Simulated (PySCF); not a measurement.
**Basis-set dependence of LiO at PBE**

PySCF, UKS reference; doublet, unpaired electrons π ↑; De to Li + O without counterpoise correction.

```tsv
basis	relativity	functions	Re (Å)	ωe (cm⁻¹)	De (eV)	μ (D)
def2-SVP	no relativity	23	1.674	837	3.62	-5.55
6-31G(d,p)	no relativity	28	1.711	831	3.61	-5.79
aug-pcseg-1	no relativity	36	1.727	766	3.80	-6.49
x2c-TZVPPall	spin-free X2C	50	1.700	798	3.71	-6.25
```

Question: How does each smaller set differ from the one with most functions, x2c-TZVPPall?

Answer: def2-SVP: -2.6 pm, +4.9 % in ωe, -0.09 eV in De; 6-31G(d,p): +1.1 pm, +4.1 % in ωe, -0.10 eV in De; aug-pcseg-1: +2.7 pm, -4.0 % in ωe, +0.09 eV in De. All at PBE; the set with most functions is neither the basis-set limit nor always the best. The rows treat relativity differently, so the differences are not basis effects alone.

A positive dipole means Li(−)O(+). The state was picked by a PBE0 search and need not be the measured ground state.
